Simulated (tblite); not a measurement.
# CH3F2OP: the cost of one run

Programs: tblite 0.8.0 and PySCF 2.14.0. All values are calculated, for the isolated system unless a continuum is named. Atoms count from 0, parts from 1.

### Step 1. The system as given

8 atoms, charge 0, multiplicity 1; geometry: rigid parts in contact. Parts: 1 = atoms 0–3, `O=C(F)F`, charge 0; 2 = atoms 4–7, `P`, charge 0.

### Step 2. Search for minima with GFN2-xTB

Job settings and geometry (Å):

```
{"job": {"kind": "dock", "xc": "GFN2-xTB", "basis": "xTB"}, "charge": 0, "multiplicity": 1, "parts": [{"atoms": "0-3", "charge": 0, "multiplicity": 1}, {"atoms": "4-7", "charge": 0, "multiplicity": 1}]}
O     -0.012709     1.260244    -0.081087
C     -0.001007     0.103827    -0.006621
F     -1.048152    -0.692317     0.047841
F      1.061868    -0.671754     0.039867
P      0.311876    -2.891856     2.848680
H      0.934014    -2.061317     3.768939
H      0.446413    -1.958608     1.831844
H     -0.947070    -2.420575     3.188690
```

With the program's defaults for keys left out, this is: GFN2-xTB search for minima from random contacts, gas phase.

Command:

```
OMP_NUM_THREADS=1 python cluster_run.py task.json out
```

The driver reads the jobs from task.json and runs them one after another.

Q: Estimate the wall time of this first job on 1 thread of Arm Neoverse V2, shared host.

About 7.6 s.
